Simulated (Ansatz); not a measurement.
## Worked example: correlation energy of PH₂⁺, singlet

Geometry: a point of a stretch scan, not a stationary point.

| atom | x (Å) | y (Å) | z (Å) |
| --- | --- | --- | --- |
| P | 0.0000 | -0.0788 | -0.0185 |
| H | 0.0000 | 0.9166 | -1.0441 |
| H | 0.0000 | 1.5057 | 1.6140 |

Basis cc-pVDZ; Ansatz 0.2.0. Correlated methods freeze the noble-gas cores, which leaves 6 electrons in 23 orbitals. Prefix R: restricted or restricted open-shell reference.

Full CI is exact within this basis and frozen core; it isn't the basis-set limit.

Runs differ by some tens of microhartree through their thresholds, so steps under 0.03 kcal/mol mean nothing.

```
    level  total energy (hartree)
      RHF             -341.421629
     RMP2             -341.530626
    RCCSD             -341.571215
 RCCSD(T)             -341.575931
   RCCSDT             -341.576910
RCCSDT(Q)             -341.577152
  RCCSDTQ             -341.577197
  full CI             -341.577204
```

Problem. What is the correlation energy at full CI, and what share of it do RMP2 and RCCSD recover?

Solution. E(corr) = -341.577204 − (-341.421629) = -0.155575 hartree = -4.233 eV. RMP2: -0.108997 / -0.155575 = 70.06 %. RCCSD: -0.149586 / -0.155575 = 96.15 %.

Problem. By how many kcal/mol does RCCSD(T) miss full CI (1 hartree = 627.509 kcal/mol), and which steps make up the rest?

Solution. -341.575931 − (-341.577204) = 0.001273 hartree = 0.80 kcal/mol. Steps: RCCSDT − RCCSD(T) = -0.61, RCCSDT(Q) − RCCSDT = -0.15, RCCSDTQ − RCCSDT(Q) = -0.03, full CI − RCCSDTQ = 0.00 kcal/mol. That is within 1 kcal/mol of the reference in this basis, which itself misses far more of the correlation at the basis-set limit.
